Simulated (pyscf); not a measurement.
A first-order saddle from PySCF, ωB97X-D3(BJ)/def2-SVP:

```xyz
9

N      1.4194    -1.5979     1.0812
Al     1.0534     0.0534     0.5402
H      2.3559    -1.9858     1.1180
H      0.7401    -2.3171     1.3050
H     -0.1424     0.1768    -0.7947
H      2.2159     1.1054     0.3198
O     -0.5262     0.7777     1.2586
H     -0.6245     0.6109     0.0537
H     -0.5971     1.6837     1.5858
```
Charge 0, spin multiplicity 1.

Surface: singlet, charge 0. Lowest wavenumbers (cm⁻¹): 1258i, 159, 272, 329, 375.

Problem. What reaction is this the transition state of?

Solution. H₂N–AlH₂ + H₂O ⇌ H₂N–AlH–OH + H₂, a four-centre exchange read from left to right: Al–H, H–O broken and Al–O, H–H formed. At ωB97M-D3(BJ)/def2-TZVP it lies -0.07 eV from the left side and +1.14 eV from the right (each side as separated species at their lowest minima found). On the reactant side the descent ends in an adduct with a Al–O contact, 0.75 eV under the separated species and 0.64 eV under the saddle at ωB97X-D3(BJ)/def2-TZVP. At ωB97M-D3(BJ) the saddle lies under the separated reactants, which points to a path from their complex (located at ωB97X-D3(BJ) alone). What is counted as formed (Al–O) is already present as a longer contact in the reactant adduct; forming that adduct is a step of its own. At the saddle there is also a short Al–H contact that neither side keeps. This is the saddle that the search found; another between the same sides may lie lower.
